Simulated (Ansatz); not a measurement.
Geometry optimisation, Ansatz, RKS PBE/def2-SVP.

input.yaml

```yaml
crystal:
  periodic: [false, false, false]
  atoms:
    - { symbol: Si, position_ang: [0.0, 0.0, 0.0] }
    - { symbol: Si, position_ang: [0.0, 0.0, 2.57] }
    - { symbol: H, position_ang: [-1.3148, -0.4067, 3.0574] }
    - { symbol: H, position_ang: [1.0096, -0.9353, 3.0574] }
    - { symbol: H, position_ang: [0.3052, 1.342, 3.0574] }
    - { symbol: H, position_ang: [1.3768, 0.0, -0.4862] }
    - { symbol: H, position_ang: [-0.6877, 1.1914, -0.4862] }
    - { symbol: H, position_ang: [-0.6877, -1.1914, -0.4862] }
    - { symbol: H, position_ang: [-1.6702, 0.0, 0.555] }
    - { symbol: H, position_ang: [-1.464, 0.0, 1.5048] }
basis:
  gaussian: { orbitals: def2-SVP }
hamiltonian:
  xc: pbe
relax:
  f_tol: 0.15
  max_steps: 25
  restrain:
    - { distance: [0, 8], at: 2.66, k: 30.0 }
    - { distance: [9, 1], at: 2.66, k: 30.0 }
    - { distance: [0, 1], at: 2.22, k: 30.0 }
    - { distance: [9, 8], at: 0.66, k: 30.0 }
```

Command:

```bash
$ ansatz run input.yaml --threads 1 --pin off --max-ram 2048MiB --backend cpu --events-out ev --progress --plain --runs-dir out
```

Q: Where does it end, and by what steps?

A: The run converged. The restraints hold the end off the free minimum. After 6 steps the energy has fallen by 2.323 eV (the restraints' own energy left out); H10 moved furthest, 0.85 Å. Joined: H9–H10 (0.97 → 0.72 Å).

```csv
step,energy less start (eV),largest force component (eV/Å),accepted
0,0.0000,3.698,yes
1,-1.1321,2.428,yes
2,-1.2127,4.071,yes
3,-1.6010,3.214,yes
4,-2.1693,2.189,yes
5,-2.3012,2.090,yes
6,-2.3231,1.728,yes
```

```xyz
10
Properties=species:S:1:pos:R:3
Si 0.199 -0.049 0.155
Si 0.157 -0.041 2.413
H -1.080 -0.681 2.980
H 1.342 -0.802 2.957
H 0.237 1.372 2.937
H 1.635 -0.076 -0.304
H -0.438 1.183 -0.429
H -0.487 -1.268 -0.404
H -2.402 0.245 0.668
H -2.295 0.116 1.371
```

The run took 14 s on 1 thread of Arm Neoverse V1, with other jobs on the host, peak memory 0.13 GiB.
